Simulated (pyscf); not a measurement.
Single points on ωB97X-D3(BJ)/def2-SVP structures (PySCF, gas phase).

Question: `[F][SiH]([F])[F]` + `[OH][SiH3]` → `[F][SiH]([F])[O][SiH3]` + `[FH]`
Surface: singlet. Broken: F–Si, H–O. Formed: O–Si, F–H. Give ΔE‡ and ΔE from ωB97M-D3(BJ)/def2-TZVP, relative to the separated reactants.

Answer: ΔE‡ = 20.3 kcal/mol, ΔE = +4.8 kcal/mol. Zero-point energy shifts the barrier by -0.4 kcal/mol. It is a four-centre exchange, with an imaginary mode of 817i cm⁻¹. This is the saddle that the search found; another between the same sides may lie lower.
